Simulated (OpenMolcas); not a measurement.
# A workflow on SiNH3 (SMILES [N][SiH3])

We compute a single-point energy (UHF/STO-3G), then a single-point energy (CASSCF(4,4)/STO-3G), then a single-point energy (CASPT2(4,4)/STO-3G), then the energy (SC-NEVPT2(4,4)/STO-3G), then a single-point energy (MRCI(4,4)/STO-3G) of SiNH3. 

Program for the calculation: OpenMolcas 26.06.

## Step 1: The molecule

SiNH3 has 5 atoms, charge 0, and is taken as a triplet. SMILES: `[N][SiH3]`. The N1–Si2 distance was set to 2.897 Å, away from the relaxed value. At this shape a bond of the SMILES string is far longer than usual.

Bond lengths: Si2–H3 1.476 Å, Si2–H4 1.476 Å, Si2–H5 1.476 Å. Angles: H3–Si2–H4 107.7°, H3–Si2–H5 107.7°, H4–Si2–H5 107.7°. A long bond or contact: N1–Si2 2.897 Å.

## Step 2: A single-point energy at UHF/STO-3G (run 1)

step1.input

```
>>> EXPORT MOLCAS_PRINT=2

&GATEWAY
 BASLIB = $CurrDir
 COORD
 5
 angstrom
 N       -2.696746       0.586825       0.841996
 Si       0.010240      -0.002340      -0.003820
 H        0.064950      -0.313200      -1.445390
 H        0.555100      -1.162980       0.727210
 H        0.906340       1.144190       0.242490
 BASIS = STO-3G
 GROUP = NoSym

&SEWARD

&SCF
 UHF
 SPIN = 3
 SCRAMBLE = 0.25
 PRORBITALS = 1 1
```

The basis set STO-3G is read from a file made from the Basis Set Exchange's data (not shown).

On the command line:

```bash
$ export MOLCAS_MEM=1860
$ pymolcas step1.input > step1.log
```

Output:

```text
--- Start Module: gateway ---
[...]
--- Stop Module: gateway /rc=_RC_ALL_IS_WELL_ ---
--- Start Module: seward ---
[...]
      Basis functions           17
--- Stop Module: seward /rc=_RC_ALL_IS_WELL_ ---
--- Start Module: scf ---
[...]
       Convergence after  15 Iterations
[...]
::    Total SCF energy                               -340.9969871158
[...]
      Total spin, S                                     1.2845453015
[...]
      Total electronic charge=   24.000000
      Total            charge=   -0.000000
[...]
      Dipole Moment (debye):
      Origin of the operator (angstrom)=   -0.7986    0.1737    0.2490
                   X= -7.2587E-01               Y=  1.5741E-01               Z=  2.2475E-01           Total=  7.7600E-01
      Quadrupole Moment (debye*angstrom):
[...]
--- Stop Module: scf /rc=_RC_ALL_IS_WELL_ ---
[...]
```

Wall time 1.8 s (1 thread of Arm Neoverse V1, shared host); peak memory 0.37 GiB.

## Step 3: A single-point energy at CASSCF(4,4)/STO-3G (run 2)

step2.input

```
&GATEWAY
 BasLib=$CurrDir
 Coord
 5
 angstrom
 N       -2.696746       0.586825       0.841996
 Si       0.010240      -0.002340      -0.003820
 H        0.064950      -0.313200      -1.445390
 H        0.555100      -1.162980       0.727210
 H        0.906340       1.144190       0.242490
 Basis=STO-3G
 Group=NoSym

&SEWARD

&RASSCF
 FileOrb=$CurrDir/step1.UnaOrb
 Spin=3
 Nactel=4 0 0
 Inactive=10
 Ras2=4
 OrbListing=Nothing
```

The basis set STO-3G is read from a file made from the Basis Set Exchange's data (not shown).

On the command line:

```bash
$ export MOLCAS_MEM=1860
$ pymolcas step2.input > step2.log
```

Output:

```text
--- Start Module: gateway ---
[...]
--- Stop Module: gateway /rc=_RC_ALL_IS_WELL_ ---
--- Start Module: seward ---
[...]
      Basis functions           17
--- Stop Module: seward /rc=_RC_ALL_IS_WELL_ ---
--- Start Module: rasscf ---
[...]
      Number of active orbitals                  4
[...]
      Spin quantum number                      1.0
[...]
      Active orbitals                            4
[...]
      Number of CSFs                            15
[...]
      Number of root(s) required                 1
[...]
      Convergence after  7 iterations
[...]
      printout of CI-coefficients larger than  0.05 for root  1
      energy=    -341.001687
      conf/sym  1111     Coeff  Weight
             1  2uu0  -0.75085 0.56377
             6  uduu  -0.34132 0.11650
             9  uudu   0.19706 0.03883
            10  uuud   0.27868 0.07767
            15  0uu2   0.45081 0.20323
      Natural orbitals and occupation numbers for root  1
      sym 1:   1.360543   1.000000   1.000000   0.639457
      ************************************************************************************************************************
      *                                                    Final results                                                     *
[...]
::    RASSCF root number  1 Total energy:   -341.00168738
[...]
      Total electronic charge=   24.000000
      Total            charge=   -0.000000
[...]
      Dipole Moment (debye):
      Origin of the operator (angstrom)=   -0.7986    0.1737    0.2490
                   X= -6.3601E-01               Y=  1.3784E-01               Z=  1.9659E-01           Total=  6.7982E-01
      Quadrupole Moment (debye*angstrom):
[...]
--- Stop Module: rasscf /rc=_RC_ALL_IS_WELL_ ---
[...]
```

It took 1.7 s on 1 thread of Arm Neoverse V1, shared host; peak memory 0.37 GiB.

## Step 4: The energy at CASPT2(4,4)/STO-3G (run 3)

step3.inp

```
* H3NSi CASPT2

&GATEWAY
  BASLIB
  $CurrDir
  COORD
  5
  angstrom
  N       -2.696746       0.586825       0.841996
  Si       0.010240      -0.002340      -0.003820
  H        0.064950      -0.313200      -1.445390
  H        0.555100      -1.162980       0.727210
  H        0.906340       1.144190       0.242490
  BASIS
  STO-3G
  GROUP
  NoSym

&SEWARD

&RASSCF
  FILEORB
  $CurrDir/step2.RasOrb
  SPIN
  3
  NACTEL
  4 0 0
  INACTIVE
  10
  RAS2
  4
  ORBLISTING
  Nothing

&CASPT2
  IMAGINARY
  0.1
  FROZEN
  6
```

The basis set STO-3G is read from a file made from the Basis Set Exchange's data (not shown).

On the command line:

```bash
$ export MOLCAS_MEM=1860
$ pymolcas step3.inp > step3.log
```

Output:

```text
--- Start Module: gateway ---
[...]
--- Stop Module: gateway /rc=_RC_ALL_IS_WELL_ ---
[...]
      Basis functions           17
[...]
--- Start Module: rasscf ---
[...]
      Number of active orbitals                  4
[...]
      Spin quantum number                      1.0
[...]
      Active orbitals                            4
[...]
      Number of CSFs                            15
[...]
      Number of root(s) required                 1
[...]
      Convergence after  4 iterations
[...]
      printout of CI-coefficients larger than  0.05 for root  1
      energy=    -341.001687
      conf/sym  1111     Coeff  Weight
             1  2uu0  -0.75085 0.56377
             6  uduu  -0.34132 0.11650
             9  uudu   0.19706 0.03883
            10  uuud   0.27868 0.07767
            15  0uu2   0.45081 0.20323
      Natural orbitals and occupation numbers for root  1
      sym 1:   1.360543   1.000000   1.000000   0.639457
      ************************************************************************************************************************
      *                                                    Final results                                                     *
[...]
::    RASSCF root number  1 Total energy:   -341.00168738
[...]
      Total electronic charge=   24.000000
      Total            charge=   -0.000000
[...]
      Dipole Moment (debye):
      Origin of the operator (angstrom)=   -0.7986    0.1737    0.2490
                   X= -6.3600E-01               Y=  1.3784E-01               Z=  1.9659E-01           Total=  6.7982E-01
      Quadrupole Moment (debye*angstrom):
[...]
--- Stop Module: rasscf /rc=_RC_ALL_IS_WELL_ ---
[...]
      E2 (Variational):          -0.0357606412
      Total energy:            -341.0374480239
[...]
      Reference weight:           0.98202
[...]
::    CASPT2 Root  1     Total energy:   -341.03744802
[...]
```

It took 1.8 s on 1 thread of Arm Neoverse V1, shared host; peak memory 0.37 GiB.

## Step 5: A single-point energy at SC-NEVPT2(4,4)/STO-3G (run 4)

step4.inp

```
* H3NSi NEVPT2

&GATEWAY
  BasLib = $CurrDir
  Coord
  5
  angstrom
  N       -2.696746       0.586825       0.841996
  Si       0.010240      -0.002340      -0.003820
  H        0.064950      -0.313200      -1.445390
  H        0.555100      -1.162980       0.727210
  H        0.906340       1.144190       0.242490
  Basis = STO-3G
  Group = NoSym

&SEWARD

&RASSCF
  FileOrb = $CurrDir/step2.RasOrb
  Spin = 3
  Nactel = 4 0 0
  Inactive = 10
  Ras2 = 4
  OrbListing = Nothing

&CASPT2
  SC-NEVPT2
  Frozen = 6
```

The basis set STO-3G is read from a file made from the Basis Set Exchange's data (not shown).

On the command line:

```bash
$ export MOLCAS_MEM=1860
$ pymolcas step4.inp > step4.log
```

Output:

```text
--- Start Module: gateway ---
[...]
--- Stop Module: gateway /rc=_RC_ALL_IS_WELL_ ---
[...]
      Basis functions           17
[...]
--- Start Module: rasscf ---
[...]
      Number of active orbitals                  4
[...]
      Spin quantum number                      1.0
[...]
      Active orbitals                            4
[...]
      Number of CSFs                            15
[...]
      Number of root(s) required                 1
[...]
      Convergence after  4 iterations
[...]
      printout of CI-coefficients larger than  0.05 for root  1
      energy=    -341.001687
      conf/sym  1111     Coeff  Weight
             1  2uu0  -0.75085 0.56377
             6  uduu  -0.34132 0.11650
             9  uudu   0.19706 0.03883
            10  uuud   0.27868 0.07767
            15  0uu2   0.45081 0.20323
      Natural orbitals and occupation numbers for root  1
      sym 1:   1.360543   1.000000   1.000000   0.639457
      ************************************************************************************************************************
      *                                                    Final results                                                     *
[...]
::    RASSCF root number  1 Total energy:   -341.00168738
[...]
      Total electronic charge=   24.000000
      Total            charge=   -0.000000
[...]
      Dipole Moment (debye):
      Origin of the operator (angstrom)=   -0.7986    0.1737    0.2490
                   X= -6.3600E-01               Y=  1.3784E-01               Z=  1.9659E-01           Total=  6.7982E-01
      Quadrupole Moment (debye*angstrom):
[...]
      E2 (Variational):          -0.0351154813
[...]
      E2 (Variational):          -0.0350986408
      Total energy:            -341.0367860235
[...]
      Reference weight:           0.98267
[...]
::    SC-NEVPT2 Root  1     Total energy:   -341.03678602
[...]
```

It took 1.8 s on 1 thread of Arm Neoverse V1, shared host; peak memory 0.37 GiB.

## Step 6: The energy at MRCI(4,4)/STO-3G (run 5)

step5.inp

```
* H3NSi MRCI

&GATEWAY
 BASLIB
 $CurrDir
 COORD
 5
 angstrom
 N       -2.696746       0.586825       0.841996
 Si       0.010240      -0.002340      -0.003820
 H        0.064950      -0.313200      -1.445390
 H        0.555100      -1.162980       0.727210
 H        0.906340       1.144190       0.242490
 BASIS
 STO-3G
 GROUP
 NoSym

&SEWARD

&RASSCF
 FILEORB
 $CurrDir/step2.RasOrb
 SPIN
 3
 NACTEL
 4 0 0
 INACTIVE
 10
 RAS2
 4
 ORBLISTING
 Nothing

&MOTRA
 LUMORB
 FROZEN
 6

&GUGA
 ELECTRONS
 12
 SPIN
 3
 INACTIVE
 4
 ACTIVE
 4
 CIALL
 1

&MRCI
 SDCI
```

The basis set STO-3G is read from a file made from the Basis Set Exchange's data (not shown).

On the command line:

```bash
$ export MOLCAS_MEM=1860
$ pymolcas step5.inp > step5.log
```

Output:

```text
[...]
      Basis functions           17
[...]
      Number of active orbitals                  4
[...]
      Spin quantum number                      1.0
[...]
      Active orbitals                            4
[...]
      Number of CSFs                            15
[...]
      Number of root(s) required                 1
[...]
      Convergence after  4 iterations
[...]
      printout of CI-coefficients larger than  0.05 for root  1
      energy=    -341.001687
      conf/sym  1111     Coeff  Weight
             1  2uu0  -0.75085 0.56377
             6  uduu  -0.34132 0.11650
             9  uudu   0.19706 0.03883
            10  uuud   0.27868 0.07767
            15  0uu2   0.45081 0.20323
      Natural orbitals and occupation numbers for root  1
      sym 1:   1.360543   1.000000   1.000000   0.639457
      ************************************************************************************************************************
      *                                                    Final results                                                     *
[...]
::    RASSCF root number  1 Total energy:   -341.00168738
[...]
      Dipole Moment (debye):
      Origin of the operator (angstrom)=   -0.7986    0.1737    0.2490
                   X= -6.3600E-01               Y=  1.3784E-01               Z=  1.9659E-01           Total=  6.7982E-01
      Quadrupole Moment (debye*angstrom):
[...]
       (But an ACPF correction will be computed)
       USE THE DEFAULT ACPF G-VALUE GFAC=  0.16666666666666666
[...]
                      CI ENERGY:  -341.05492050
[...]
                ACPF CORRECTION:    -0.00184816
[...]
      Total electronic charge=   24.000000
      Total            charge=    0.000000
[...]
     ACPF CORRECTION:     -0.00184816
[...]
  CI State   1     Total energy:   -341.05492050     QDav:     -0.00223330     QACPF:     -0.00184816
[...]
```

Wall time 2.4 s (1 thread of Arm Neoverse V1, shared host); peak memory 0.37 GiB.

## Step 7: Results

```
                                                    quantity          value
                             run 1, UHF/STO-3G: total energy  -340.99699 Eh
                            run 1, UHF/STO-3G: dipole moment         0.78 D
       run 1, UHF/STO-3G: HOMO energy (highest over α and β)       -6.95 eV
        run 1, UHF/STO-3G: LUMO energy (lowest over α and β)        6.34 eV
                                     run 1, UHF/STO-3G: ⟨S²⟩          2.935
                     run 2, CASSCF(4,4)/STO-3G: total energy  -341.00169 Eh
   run 2, CASSCF(4,4)/STO-3G: dipole moment (CASSCF density)         0.68 D
                     run 3, CASPT2(4,4)/STO-3G: total energy  -341.03745 Eh
   run 3, CASPT2(4,4)/STO-3G: dipole moment (CASSCF density)         0.68 D
                  run 4, SC-NEVPT2(4,4)/STO-3G: total energy  -341.03679 Eh
run 4, SC-NEVPT2(4,4)/STO-3G: dipole moment (CASSCF density)         0.68 D
                       run 5, MRCI(4,4)/STO-3G: total energy  -341.05492 Eh
     run 5, MRCI(4,4)/STO-3G: dipole moment (CASSCF density)         0.68 D
```

**Reading.** ⟨S²⟩ (run 1, UHF/STO-3G) is 2.93 where a pure triplet has 2.00: the reference is spin-contaminated. Mulliken charges (run 1, UHF/STO-3G) run from -0.17 on H5 to +0.50 on Si2; they depend strongly on the basis. Mulliken charges (run 4, SC-NEVPT2(4,4)/STO-3G) of the CASSCF density run from -0.17 on H3 to +0.51 on Si2; they depend strongly on the basis. Mulliken charges (run 5, MRCI(4,4)/STO-3G) of the CASSCF density run from -0.17 on H3 to +0.51 on Si2; they depend strongly on the basis.
